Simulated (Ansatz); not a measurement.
Input for Ansatz (development build ahead of 0.2.0):

```yaml
crystal:
  periodic: [false, false, false]
  atoms:
    - { symbol: Li, position_ang: [0.0, 0.0, 0.0] }
    - { symbol: B, position_ang: [0.0, 0.0, 2.968] }
basis:
  gaussian: { orbitals: pcseg-2 }
magnetization:
  spin_polarized: true
  initial_magnetization: 2
hamiltonian:
  xc: hf
```

The input is written out in the form of the current development build from the run's settings.

Output:

```yaml
Converged: yes
Total_energy: -31.96621 hartree
Spin_squared_of_the_determinant: 2.046
Stability_test: minimum
```
